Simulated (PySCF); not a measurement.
# SiB (quartet) under other conditions

How does SiB (quartet) answer to another spin, charge, distance or environment?

Method: each script names its method and basis; program: PySCF 2.14.0.

3 further runs of the same task are left out: 3 that didn't finish.

**1. Where the work starts**

SiB (quartet): 2 atoms, charge 0, spin multiplicity 4.

Bond lengths: Si1–B2 2.026 Å.

**2. Base script**

File input.py:

```python
from pyscf import gto, scf, cc

mol = gto.M(
    atom='Si 0 0 0; B 0 0 2.026',
    basis='def2-svpd',
    charge=0,
    spin=3,
    verbose=4,
)
mf = scf.UHF(mol)
mf = mf.density_fit(auxbasis='def2-universal-jkfit')
mf.kernel()
mycc = cc.CCSD(mf)
mycc.kernel()
e = mycc.ipccsd(nroots=3)[0]
print('roots (eV) =', (e*27.211386).round(3))
mf.dip_moment()
print('orbital energies (hartree):', [e[max(0, n-3):n+3].round(4) for e, n in zip(mf.mo_energy, mol.nelec)])
```

Run with:

```console
$ OMP_NUM_THREADS=1 python input.py
```

Its log is not repeated here.

In short: E(SCF) = -313.338342 Eh, 14 cycles, E(CCSD) − E(SCF) = -0.15546 Eh, ⟨S²⟩ = 3.758, μ = 0.01 D, ionisation roots 8.742, 8.742, 9.022 eV.

The bond length is a typed value, not an optimised one. The quartet is typed in the script; nothing here shows that it is the ground state.

**3. Bond 2.532 Å**

Edit 1 changes bond length: 2.026 Å → 2.532 Å.

File input.py:

```python
from pyscf import gto, scf, cc

mol = gto.M(
    atom='Si 0 0 0; B 0 0 2.532',
    basis='def2-svpd',
    charge=0,
    spin=3,
    verbose=4,
)
mf = scf.UHF(mol)
mf = mf.density_fit(auxbasis='def2-universal-jkfit')
mf.kernel()
mycc = cc.CCSD(mf)
mycc.kernel()
e = mycc.ipccsd(nroots=3)[0]
print('roots (eV) =', (e*27.211386).round(3))
mf.dip_moment()
print('orbital energies (hartree):', [e[max(0, n-3):n+3].round(4) for e, n in zip(mf.mo_energy, mol.nelec)])
```

Run with:

```console
$ OMP_NUM_THREADS=1 python input.py
```

**4. PCM, ε = 4.71**

Edit 2 changes solvent: none (gas phase) → PCM, ε = 4.71; step after the SCF: eomip → analyze.

File input.py:

```python
from pyscf import gto, scf, solvent

mol = gto.M(
    atom='Si 0 0 0; B 0 0 2.026',
    basis='def2-svpd',
    charge=0,
    spin=3,
    verbose=4,
)
mf = scf.UHF(mol)
mf = mf.density_fit(auxbasis='def2-universal-jkfit')
mf = solvent.PCM(mf)
mf.with_solvent.eps = 4.71
mf.kernel()
mf.analyze()
print('orbital energies (hartree):', [e[max(0, n-3):n+3].round(4) for e, n in zip(mf.mo_energy, mol.nelec)])
```

**5. Charge +1 (triplet)**

Edit 3 changes charge: 0 → 1; spin (2S): 3 → 2.

input.py, as its differences from that of step 2:

```diff
@@ -5,4 +5,4 @@
     basis='def2-svpd',
-    charge=0,
-    spin=3,
+    charge=1,
+    spin=2,
     verbose=4,
```

**Question.** What will these runs give? Wanted: for each run, E(SCF); from base; gap, α spin; SCF dipole; after the SCF.

The runs gave:

| run | E(SCF) (hartree) | from base (eV) | cycles | gap, α spin (eV) | SCF dipole (D) | after the SCF |
| --- | --- | --- | --- | --- | --- | --- |
| base | -313.338342 | 0 | 14 | 9.45 | 0.01 | CCSD correlation -4.230 eV, first root 8.74 eV |
| bond 2.532 Å | -313.291392 | +1.2776 | 15 | 8.20 | 1.24 | CCSD correlation -4.309 eV, first root 7.80 eV |
| PCM, ε = 4.71 | -313.338507 | -0.0045 | 14 | 9.44 | 0.04 | n/a |
| charge +1 (triplet) | -313.003207 | +9.1195 | 15 | 8.12 | n/a | CCSD correlation -4.396 eV, first root 15.86 eV |

The largest comparable shift of the SCF energy, +1.278 eV, comes with the run “bond 2.532 Å”. A continuum solvent with ε = 4.71 lowers the energy by 0.004 eV. At the SCF level, going to the triplet with one electron fewer costs 9.12 eV at fixed geometry.
